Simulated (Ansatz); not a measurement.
# Forces away from equilibrium

Al$_{2}$H$_{4}$ (SMILES [AlH2][AlH2]), closed shell, displaced at random from a GFN2-xTB minimum.

```csv
atom,x (Å),y (Å),z (Å)
Al1,-0.6304,-1.0677,-0.1889
Al2,0.6599,1.0035,0.1323
H3,-2.0707,-1.2606,0.5840
H4,-0.2216,-2.3061,-0.8617
H5,2.0422,1.2104,-0.4079
H6,0.1418,2.3279,0.9935
```

Ansatz 0.2.0; basis: def2-TZVPP; cores frozen in the correlated methods.

CCSD(T) forces from the calculation:
| atom | Fx | Fy | Fz (eV/Å) |
| --- | --- | --- | --- |
| Al1 | -1.894 | 0.403 | 1.342 |
| Al2 | -0.730 | 1.608 | 0.988 |
| H3 | 0.470 | 0.187 | -0.302 |
| H4 | 0.715 | -1.597 | -1.083 |
| H5 | 1.346 | 0.109 | -0.566 |
| H6 | 0.093 | -0.709 | -0.378 |

Task: Which atom feels the largest CCSD(T) force, and how large is it?

Result: Al1, 2.36 eV/Å, along (-0.80, 0.17, 0.57).

Root-mean-square difference of the force components from those of CCSD(T): PBE0-D4 0.046; wB97M-V 0.064; r2SCAN-D4 0.035; PBE-D4 0.112; BLYP-D4 0.061; r2SCAN0-D4 0.023 eV/Å.

The T1 diagnostic stays at or below 0.011.

For scale, one of the runs: CCSD(T)/def2-TZVPP forces, 140 basis functions (an equivalent command: `ansatz run in.yaml --threads 4`). The run took 13 s on 4 CPU threads (shared host), with 1.3 GiB of host memory at its peak.
